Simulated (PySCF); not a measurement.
Dissociation curve of SMILES [SiH3]C. The C1–Si5 bond (C1 also carries H, H, H; Si5 carries H, H, H) is pulled apart rigidly from the PBE0/def2-TZVP optimised geometry.

UKS-B3LYP/6-31G* = unrestricted B3LYP/6-31G*, spherical d (PySCF); RKS-B3LYP/LANL2DZ = PySCF with restricted B3LYP/LANL2DZ, with its core potentials past Ne; RHF/LANL2DZ = restricted Hartree-Fock/LANL2DZ, with its core potentials past Ne run with PySCF.

Energies are in kJ/mol, each relative to the lowest point of its own curve near equilibrium.

| R / Å | UKS-B3LYP/6-31G* | RKS-B3LYP/LANL2DZ | RHF/LANL2DZ |
|---|---|---|---|
| 1.48 | 280.0 | 297.5 | 311.5 |
| 1.58 | 134.0 | 144.2 | 151.4 |
| 1.68 | 51.8 | 57.0 | 59.7 |
| 1.77 | 14.4 | 16.6 | 17.2 |
| 1.82 | 4.3 | 5.2 | 5.4 |
| 1.87 | 0.0 | 0.0 | 0.0 |
| 1.93 | 0.9 | 0.1 | 0.5 |
| 1.97 | 4.5 | 3.2 | 4.1 |
| 2.05 | 17.0 | 15.2 | 17.7 |
| 2.18 | 47.9 | 45.6 | 51.8 |
| 2.30 | 82.7 | 80.2 | 91.0 |
| 2.54 | 157.9 | 155.2 | 176.9 |
| 2.80 | 235.7 | 232.7 | 268.1 |
| 3.10 | 312.5 | 309.7 | 362.7 |
| 3.39 | 356.7 | 370.0 | 441.3 |
| 3.77 | 383.1 | 429.7 | 526.0 |
| 4.14 | 393.8 | 470.9 | 591.2 |
| 4.61 | 399.4 | 506.3 | 654.5 |
| 5.09 | 401.5 | 529.4 | 702.1 |
| 5.59 | 402.3 | 544.8 | 737.9 |

At the longest distance, 5.59 Å, RHF/LANL2DZ lies highest above its minimum (737.9 kJ/mol) and UKS-B3LYP/6-31G* lowest (402.3 kJ/mol).

The unrestricted determinant behind UKS-B3LYP/6-31G* is spin-contaminated at 3.10 to 5.59 Å (<S²> up to 1.0, against 0.00 for a pure singlet). The restricted form behind RKS-B3LYP/LANL2DZ, RHF/LANL2DZ keeps the bonding electrons paired and can't separate into open-shell fragments.
